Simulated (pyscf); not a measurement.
This saddle point was located with ωB97X-D3(BJ)/def2-SVP in PySCF.

```xyz
12

N     -1.4829    -1.5194    -0.2395
Si    -0.1958    -0.4031    -0.3570
F     -0.5318     0.0404     1.4775
H     -1.8805    -1.9620    -1.0581
H     -1.8685    -1.8412     0.6395
H      1.2152    -0.6591     0.0305
H     -0.1394    -0.2219    -1.8500
Si    -0.9426     1.8501     1.1477
H     -0.4434     1.2356    -0.3022
H     -2.3977     1.6064     1.3092
H     -0.8667     3.1538     0.3928
H     -0.1531     2.1660     2.3693
```

Surface: singlet, charge 0. Lowest wavenumbers (cm⁻¹): 324i, 67, 117, 285, 324.

### Question
Name the species on either side of this saddle.

### Answer
`[NH2][SiH2][F]` + `[SiH4]` ⇌ `[NH2][SiH3]` + `[F][SiH3]`, a four-centre exchange read from left to right: F–Si, H–Si broken and H–Si, F–Si formed. At ωB97M-D3(BJ)/def2-TZVP it lies +37.6 kcal/mol from the left side and +29.5 kcal/mol from the right (each side as separated species at their lowest minima found). Another saddle between the same species, by other bonds, lies lower (26.4 kcal/mol against 37.6 kcal/mol at ωB97M-D3(BJ)/def2-TZVP).
